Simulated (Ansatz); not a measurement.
Cl₂, the interaction energy of a dimer with the counterpoise correction

Program: Ansatz 0.2.0, Python API.

Run as a notebook:

```python
import ansatz

FIRST = [
    ('Cl', (0.8599, -0.2863, 0.4409)),
    ('Cl', (-0.8599, 0.2863, -0.4409)),
]
SECOND = [
    ('Cl', (-5.587, -0.5552, 2.0136)),
    ('Cl', (-3.9451, -0.7428, 0.8597)),
]
```

```python
def energy(atoms, ghosts=()):
    molecule = ansatz.Crystal.molecule()
    for symbol, xyz in atoms:
        molecule = molecule.atom(symbol, xyz)
    calc = (
        molecule.calculation()
        .basis(gaussian='cc-pVDZ')
        .functional('pbe')  # exchange and correlation
        .scf(lower_state_search='standard')
    )
    deck = calc.input()
    if ghosts:
        deck = deck.set(ansatz.key.basis.gaussian.ghost_atoms, [{'symbol': s, 'position_ang': list(xyz)} for s, xyz in ghosts])
    return ansatz.Session.from_dict(deck).plan().execute().report['free_energy_ev']
```

```python
# ghost atoms carry the functions of the partner
both = energy(FIRST + SECOND)
alone = energy(FIRST) + energy(SECOND)
ghosted = energy(FIRST, SECOND) + energy(SECOND, FIRST)
print(f'dimer {both:.6f} eV')
print(f'interaction, uncorrected   {(both - alone):8.3f} eV')
print(f'interaction, counterpoise  {(both - ghosted):8.3f} eV')
print(f'basis-set superposition    {(alone - ghosted):8.3f} eV')
```

    dimer -50068.621266 eV
    interaction, uncorrected     -0.033 eV
    interaction, counterpoise    -0.022 eV
    basis-set superposition       0.011 eV

Uncorrected it is -0.033 eV, with the counterpoise correction -0.022 eV; the difference, 0.01 eV, is the superposition error.

What to keep in mind:
- These settings explore the input space; basis and method may be short of convergence.
- The dimer is a generated trial pose of unrelaxed monomers, not a minimum, so the figure is no binding energy, and the basis set is small.
- This level lacks the dispersion part of the attraction (electrostatics and induction are there), which can decide the sign where the interaction is weak.
- The whole script took 2.6 s on 1 thread of Intel(R) Xeon(R) 6975P-C (Granite Rapids), on a shared host, peak memory 0.17 GiB.

(Lines on the test bed's own set-up are left out of the output.)
